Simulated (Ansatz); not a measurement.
## BO, BS: atomization energies

Ansatz 0.2.0, functionals in def2-QZVPP, HF, MP2 and coupled cluster extrapolated from def2-TZVPP and def2-QZVPP (exp(−7.88 √X), X^−2.97); geometries are PBE0/def2-TZVP minima. Wave-function levels freeze the cores; HF, MP2 and coupled cluster are restricted for singlets and unrestricted otherwise, atoms included (their steps beyond CCSDT(Q) come from restricted open-shell runs), Kohn–Sham unrestricted where that lies lower. The best estimate adds to that CCSD(T) limit the step from CCSD(T) to the highest level run in a smaller set (full CI/cc-pVDZ). It lacks core correlation, which semilocal and hybrid functionals hold and which counts in their errors here, (a few kJ/mol in atomization energies of light atoms) is good to about 1 kcal/mol where the step is under 0.06 eV, as here, and is no measured value. An error is the level's value less this estimate. Energies are electronic, without zero-point terms. No spin–orbit coupling and no scalar relativity. CCSD(T)'s error is that step with its sign reversed, by construction, and steps from double-zeta sets run high. The species are chosen: bound, without strong static correlation by their natural occupations or amplitudes, in their lowest spin state as far as vertical gaps and like structures tell, and with a ladder that closes on the reference, so errors are smaller than for species at large; levels whose determinant breaks symmetry or spin markedly are left out.

```json
{"species": "BO, doublet", "bonds (Å)": "B–O 1.201", "quantity": "atomization", "symmetry of the states": "Σ⁺", "reference": "limit + step to full CI/cc-pVDZ", "value (kJ/mol)": "813.4", "error MP2": "62.9", "error CCSD(T)": "-3.3", "error PBE": "54.1", "error BLYP": "27.3", "error wB97M-V": "-0.9"}
{"species": "BS, doublet", "bonds (Å)": "B–S 1.608", "quantity": "atomization", "symmetry of the states": "Σ⁺", "reference": "limit + step to full CI/cc-pVDZ", "value (kJ/mol)": "561.3", "error MP2": "29.8", "error CCSD(T)": "-3.4", "error PBE": "42.0", "error BLYP": "4.5", "error wB97M-V": "1.1"}
```

The reference falls from O to S, by 252.1 kJ/mol in all.
